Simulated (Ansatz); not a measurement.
Solid chlorine was calculated with r²SCAN (Ansatz, a first-principles code, PAW).

Run with plane-wave cutoff 500 eV, 6×6×4 k mesh (along the axes of the cell as run), gaussian smearing 0.02 eV, scalar-relativistic PAW data made under PBE.

Computed at the level's own relaxed cell.

Q: Give the computed volume per atom, equilibrium lattice constant a, lattice parameter b and lattice parameter c.

A: 
volume per atom: 27.94 Å³/atom
equilibrium lattice constant a: 6.535 Å
lattice parameter b: 4.134 Å
lattice parameter c: 8.273 Å

Note: the cell comes from a level without a dispersion term, which matters for the spacing of layers, chains or molecules.
